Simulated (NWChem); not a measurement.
## Dipole moment of phosphine (H$_{3}$P)

```
P
H 1 1.4287
H 1 1.4287 2 92.92
H 1 1.4287 2 92.92 3 -93.08
```
Charge 0, spin multiplicity 1.

Everything below was run with NWChem. All single points use one geometry, from PBE0/def2-SVP, a minimum by its harmonic frequencies.

Basis set: Sadlej pVTZ. The CCSD dipole comes from the Λ equations, without orbital relaxation.

```
method  dipole moment (D)  difference from CCSD
------  -----------------  --------------------
PBE0                 0.67                 +0.10
B3LYP                0.60                 +0.02
CCSD                 0.58                  0.00
PBE                  0.64                 +0.06
HF                   0.69                 +0.11
```

The values span 0.11 D, from CCSD (lowest) to HF (highest). 

The correlated methods keep 5 core orbitals frozen. B3LYP has NWChem's definition, with VWN1-RPA local correlation. Coupled-cluster values serve here as a point of comparison, not as the truth.
